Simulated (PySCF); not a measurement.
**CH5MgN, a cluster of ions: interaction energy**

Wanted: the interaction energy for `[CH3][Mg+]` with `[NH2-]`.

Programs: PySCF 2.14.0. All values are calculated, for the isolated system unless a continuum is named. Atoms count from 0, parts from 1.

### 1 Starting point

8 atoms, charge 0, multiplicity 1; geometry: GFN2-xTB. Parts: 1 = atoms 0–4, `[CH3][Mg+]`, charge 1; 2 = atoms 5–7, `[NH2-]`, charge -1.

### 2 Geometry optimisation at PBE0-D3(BJ)/def2-SVPD

What the job is given:

```
{"job": {"xc": "PBE0", "basis": "def2-SVPD", "d3": "d3bj", "grid": 2, "kind": "geom", "shake": 0.01}, "charge": 0, "multiplicity": 1, "parts": [{"atoms": "0-4", "charge": 1, "multiplicity": 1}, {"atoms": "5-7", "charge": -1, "multiplicity": 1}]}
C      0.027548    -0.111484    -0.240337
Mg     0.295613     0.991471     1.534517
H      0.659640    -0.944079    -0.248280
H     -0.983650    -0.452133    -0.257788
H      0.177255     0.485806    -1.158814
N     -0.063571     0.248168     3.235094
H     -0.229531    -0.758521     3.235727
H      0.478807     0.435769     4.081431
```

The run is started by

```
OMP_NUM_THREADS=1 python cluster_run.py task.json out
```

The driver reads the jobs from task.json and runs them one after another.

**Question.** The jobs that follow are: CCSD(T)/aug-cc-pVDZ and MP2/aug-cc-pVTZ counterpoise interaction energy, frozen core, gas phase. Predict: point group; rotational constants (main isotopes); interaction energy, CCSD(T) limit estimate; MP2/aug-cc-pVTZ; T1 diagnostic.

As calculated:

```
                                  quantity                   value
                               point group                      C1
      rotational constants (main isotopes)  112.65, 3.71, 3.67 GHz
interaction energy, CCSD(T) limit estimate         -221.7 kcal/mol
                           MP2/aug-cc-pVTZ         -220.9 kcal/mol
                             T1 diagnostic                  0.0102
```

**Reading.** Over 10 steps the energy fell by 0.695 eV; of the bonds of the start, C0–H2 changed most, 1.045 to 1.103 Å. The interaction energy leaves out the deformation of the parts, 1.94 kcal/mol; with it the binding is about -219.8 kcal/mol. The estimate adds CCSD(T) less MP2 in the small basis (-0.31 kcal/mol) to extrapolated MP2. Hartree-Fock gives -229.1 against -221.7 kcal/mol, so correlation weakens the interaction of the frozen parts.
